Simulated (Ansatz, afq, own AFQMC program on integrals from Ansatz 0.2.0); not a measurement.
Two steps: Ansatz 0.2.0 writes the Fock matrix and Cholesky factors of the valence space, and afq projects on them the lowest state that overlaps trial and start.

```yaml
crystal:
  periodic: [false, false, false]
  atoms:
    - {symbol: Si, position_ang: [0.000000, 0.049312, 1.158451]}
    - {symbol: Al, position_ang: [0.000000, -0.101211, -1.313837]}
    - {symbol: H, position_ang: [0.000000, 1.430438, 1.723316]}
    - {symbol: H, position_ang: [1.198904, -0.658842, 1.694066]}
    - {symbol: H, position_ang: [-1.198904, -0.658842, 1.694066]}
    - {symbol: H, position_ang: [0.000000, 1.222494, -2.220719]}
basis:
  gaussian: {orbitals: 6-31G}
magnetization: {spin_polarized: true, initial_magnetization: 1}
correlation: {method: ccsd_t, electrons: outside_noble_gas, hamiltonian_folder: ham}
```

```sh
$ ansatz run in.yaml --threads 1 --pin off --events-out ev --progress --plain --max-ram 1382MiB
```

afq runs on the folder ham with

```
--method phaseless --trial cisd --walkers 80 --populations 1 --least-time 40 --time-step 0.005 --steps-per-block 50 --equilibration-blocks 28 --max-blocks 300 --target-error 0.0004 --factor-cut 1e-05 --start spin_pure --seed 6034 --release-times 0.24,0.51,0.99,1.62,2.4 --release-step 0.03 --release-every 4 --taylor-order 6
```

Times are imaginary, in 1/Eh. The walk had a cap of 531 s.

afq prints:

```
orbitals 24  electrons 6 5  factors 170 of 406
reference energy -533.03778360 Eh
CCSD correlation -0.11183072 Eh in 10 cycles, weight of the determinant in the CISD state 0.9103
energy of the start -533.149592 Eh
 block  time / (1/Eh)  mean weight  energy / Eh
     1     0.250  1.0008  -533.148377
     2     0.500  0.9998  -533.148476
     3     0.750  1.0000  -533.148909
     4     1.000  1.0000  -533.149741
     5     1.250  1.0008  -533.149281
     7     1.750  0.9997  -533.149592
     9     2.250  0.9986  -533.150143
    13     3.250  0.9998  -533.152346
    21     5.250  1.0001  -533.153604
    29     7.250  0.9996  -533.152142
    37     9.250  1.0011  -533.151265
    45    11.250  1.0003  -533.150685
    53    13.250  1.0019  -533.153188
    61    15.250  0.9989  -533.152137
    69    17.250  0.9997  -533.151304
    77    19.250  1.0000  -533.151088
    85    21.250  1.0004  -533.150349
    93    23.250  1.0012  -533.150427
   101    25.250  0.9996  -533.150277
   109    27.250  0.9996  -533.152031
   117    29.250  0.9999  -533.151015
   125    31.250  0.9998  -533.153709
   133    33.250  1.0000  -533.151232
   141    35.250  1.0004  -533.150145
   149    37.250  1.0006  -533.152057
   157    39.250  0.9961  -533.152938
   165    41.250  1.0019  -533.151137
   173    43.250  1.0004  -533.155526
   181    45.250  0.9998  -533.151964
   185    46.250  1.0000  -533.152736
blocks merged  error / Eh  count
     1  0.000091  160
     2  0.000108  80
     4  0.000132  40
     8  0.000150  20
    16  0.000179  10
released: time / (1/Eh)  energy / Eh  error  mean overlap
  0.24  -533.151734  0.000149  1.0017
  0.51  -533.151792  0.000165  1.0034
  0.99  -533.151978  0.000123  0.9936
  1.62  -533.151915  0.000111  1.0049
  2.40  -533.151955  0.000135  1.0048
energy -533.151695 +/- 0.000150 Eh
(rows thinned)
```

The run passed its tests (sampling time, drift between the halves within three errors, error under three times the target), which doesn't prove that it has relaxed.

Against this walk (error 4.1 meV) on the same determinant: CCSD(T) 8.9 meV higher, CCSDT(Q) 10.4 meV lower. The error is statistical and leaves out the bias of the constraint. Released to 2.40 1/Eh the energy moves by -7 ± 5 meV (both errors), within twice the noise.

Cautions: constraint bias not in the error.

The walk took 6.7 min on 1 thread of Intel(R) Xeon(R) Processor @ 2.50GHz (Skylake/Cascade Lake), on a shared host. The log's last line is the phaseless energy.

CCSDT and higher add their correlation energy to the determinant of the CCSD(T) run, since their own runs factorise the integrals more tightly (a shift of under 2 meV). A walk keeps the symmetry of its determinant, which the program's search chose and which needn't be the lowest solution, so a lower state of the same spin and another symmetry isn't excluded.
